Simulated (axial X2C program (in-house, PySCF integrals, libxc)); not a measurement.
## Density and ELF of PC⁻

All values were computed with an axial X2C code built on PySCF integrals. Spin-free means the one-electron spin-free X2C Hamiltonian. Basis: P dyall-av3z [9s8p3d2f], C dyall-av3z [8s7p3d2f] (cores contracted in-house); Gaussian nuclei, density fitting, unrestricted open shells. Masses: P 30.974 u, C 12.000 u.

PBE0, without spin–orbit coupling, state M_S = 0, Λ = 0 (closed shell); P at z = 0, C at z = 1.601 Å.

The maps cover the half plane through the axis: z from -2.4 to 3.6 Å along the bond, ρ from 0.15 to 2.25 Å away from it.

log10 of the density in e/bohr³:

```
 ρ\z  -2.4  -1.8  -1.2  -0.6   0.0   0.6   1.2   1.8   2.4   3.0   3.6
0.15  -3.1  -2.3  -1.4  -0.9   1.2  -0.7  -0.5  -0.1  -1.0  -1.9  -2.7
0.45  -3.1  -2.3  -1.5  -1.0  -0.4  -0.8  -0.7  -0.7  -1.2  -2.0  -2.8
0.75  -3.2  -2.5  -1.7  -1.2  -1.0  -1.1  -1.1  -1.1  -1.5  -2.2  -2.9
1.05  -3.3  -2.6  -2.0  -1.5  -1.3  -1.4  -1.5  -1.5  -1.9  -2.4  -3.1
1.35  -3.5  -2.9  -2.3  -1.8  -1.7  -1.8  -1.9  -2.0  -2.2  -2.7  -3.3
1.65  -3.7  -3.1  -2.6  -2.2  -2.1  -2.1  -2.3  -2.4  -2.6  -3.0  -3.5
1.95  -3.9  -3.4  -2.9  -2.6  -2.5  -2.5  -2.6  -2.8  -3.0  -3.3  -3.7
2.25  -4.1  -3.6  -3.2  -2.9  -2.8  -2.9  -3.0  -3.1  -3.3  -3.6  -4.0
```

Electron localisation function (collinear form, no current term, damped to 0 at low density):

```
 ρ\z  -2.4  -1.8  -1.2  -0.6   0.0   0.6   1.2   1.8   2.4   3.0   3.6
0.15  0.23  0.76  0.93  0.15  0.63  0.21  0.51  0.16  0.98  0.96  0.79
0.45  0.20  0.72  0.91  0.63  0.22  0.57  0.77  0.55  0.97  0.95  0.74
0.75  0.14  0.65  0.88  0.90  0.46  0.74  0.72  0.78  0.93  0.91  0.63
1.05  0.09  0.52  0.81  0.89  0.81  0.72  0.60  0.68  0.85  0.81  0.45
1.35  0.04  0.35  0.69  0.80  0.77  0.64  0.46  0.49  0.67  0.61  0.23
1.65  0.02  0.19  0.51  0.66  0.65  0.54  0.34  0.30  0.41  0.34  0.07
1.95  0.01  0.08  0.31  0.48  0.51  0.42  0.24  0.18  0.20  0.12  0.02
2.25  0.00  0.02  0.13  0.28  0.34  0.28  0.15  0.10  0.07  0.03  0.00
```

One determinant describes the state; a PBE0 search over occupations chose it and may have missed a lower one.
